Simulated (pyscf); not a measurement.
# Routes from H₂B–OH + methane (CH₄)

Candidate steps break at most two bonds and form at most two. Each was searched with GFN2-xTB (tblite) first. PySCF, gas phase, ωB97X-D3(BJ)/def2-SVP geometries. MP2 and CC: frozen core, UHF for open shells. ΔMP2 is the change of the MP2 total energy from the triple- to the quadruple-zeta basis. Energies: CCSD(T)/def2-TZVPP + ΔMP2(QZVPP), kcal/mol, from the separated reactants, singlet surface; ΔG‡ with ideal gas, 1 atm, RRHO with modes under 100 cm⁻¹ raised to 100, one conformer, R ln 2 for chiral ones without a mode under 150 cm⁻¹.

```csv
products,type,ΔE‡,ΔE,ΔG‡ 298 K,ΔG‡ 900 K,ν‡ (cm⁻¹)
H₂B–CH₃ + H₂O,four-centre exchange,52.2,+34.4,60.4,79.4,1433i
BH₃ + H₃C–OH,four-centre exchange,105.3,+61.0,114.0,133.0,1099i
```

Row 1: On the product side the descent ends in an adduct with a B–O contact, 11.2 kcal/mol under the separated species and 26.9 kcal/mol under the saddle at ωB97X-D3(BJ)/def2-TZVP. Row 2: On the product side the descent ends in an adduct with a B–O contact, 20.6 kcal/mol under the separated species and 64.3 kcal/mol under the saddle at ωB97X-D3(BJ)/def2-TZVP. 

Under all of these lies the exit to H₃C–BH–OH + H₂ (barrier +45.0 kcal/mol at ωB97M-D3(BJ)). Plain bond fissions and candidates not yet searched are not listed, and one of them may be faster. Each barrier is that of the saddle found; lower ones may exist. The CCSD(T) − MP2 part came from Ansatz, without density fitting, on the same reference.
